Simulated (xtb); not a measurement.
Species: H₃Si, SMILES `[SiH3]` (charge 0, multiplicity 2).

Problem. Give a relaxed geometry from GFN2-xTB (xtb 6.7.1).

Solution. the end point of this relaxation (outside a Z-matrix the atoms follow the SMILES, hydrogens last).
Z-matrix (Å, degrees):
```
Si
H 1 1.4493
H 1 1.4493 2 115.33
H 1 1.4493 2 115.32 3 -138.42
```
